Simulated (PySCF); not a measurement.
Electron affinity of S by level of theory

S⁻ [Ne] 3s2 3p5 (2P) → S [Ne] 3s2 3p4 (3P), as a difference of total energies. Computed with PySCF 2.14 in dyall-acv3z, with no relativity, point nucleus. Correlated levels: valence: [Ne] frozen; virtual orbitals above 40 to 60 times the deepest correlated orbital energy dropped. The calculations carry no spin-orbit coupling.

| method | electron affinity (eV) | error (eV) |
| --- | --- | --- |
| UHF | 0.883 | -1.194 |
| MP2 (valence) | 1.936 | -0.141 |
| SCS-MP2 (valence) | 1.934 | -0.143 |
| CCSD (valence) | 1.862 | -0.215 |
| CCSD(T) (valence) | 1.948 | -0.129 |

Reference: 2.077 eV (measured; photodetachment measurements, as compiled on the Wikipedia data page of electron affinities).

Errors of the correlated levels include the incompleteness of this basis and the frozen core.
